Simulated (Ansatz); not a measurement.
## Relaxing rhodium (fcc)

These are results of Ansatz 0.2.0, DFT, LDA (PW92), plane waves (420 eV) with PAW, scalar-relativistic, not measurements. The PAW files were generated under PBE, with cores re-solved for the functional.

k-point mesh 14×14×14, Fermi-Dirac smearing 0.05 eV, starting moments 1.00 μB. Cell and atoms relax.

Starting structure:

```yaml
crystal:
  lattice:
    - [0.0, 1.90155, 1.90155]
    - [1.90155, 0.0, 1.90155]
    - [1.90155, 1.90155, 0.0]
  atoms:
    - { symbol: Rh, position: [0.0, 0.0, 0.0], spin: 1.0 }
hamiltonian:
  xc: lda
  pseudopotentials:
    kind: paw
    azcp:
      Rh: "pseudopotentials/Rh.paw.azcp"
basis:
  ecutwfc: 420
  fft_grid_basis: typed
kpoints:
  mp_grid: { grid: [14, 14, 14], shift: [0, 0, 0] }
magnetization:
  spin_polarized: true
scf:
  occupations: { method: fermi_dirac, width: 0.05 }
relax:
  max_steps: 60
  f_tol: 0.01
  cell: {}
```

The pressure at the start is -11.2 GPa. By how much does the volume change?

From 13.75 to 13.23 Å³ per atom, -3.8 %. The final cell has a = 3.754 Å.

How much energy does the relaxation gain?

19.2 meV per atom.

Path of the relaxation (the plane waves are chosen anew near the end, which can shift the energy a little):

```
step  E − E(final) (meV/atom)  V (Å³/atom)  P (GPa)  max force (eV/Å)
   0                    19.18       13.752   -11.21             0.000
   1                    16.43       12.766    12.28             0.000
   2                    -0.16       13.263    -0.89             0.000
   3                    -0.28       13.228    -0.06             0.000
   4                    -0.29       13.226     0.00             0.000
   5                     0.00       13.226    -0.02             0.000
```

Which magnetic state does it end in?

non-magnetic.
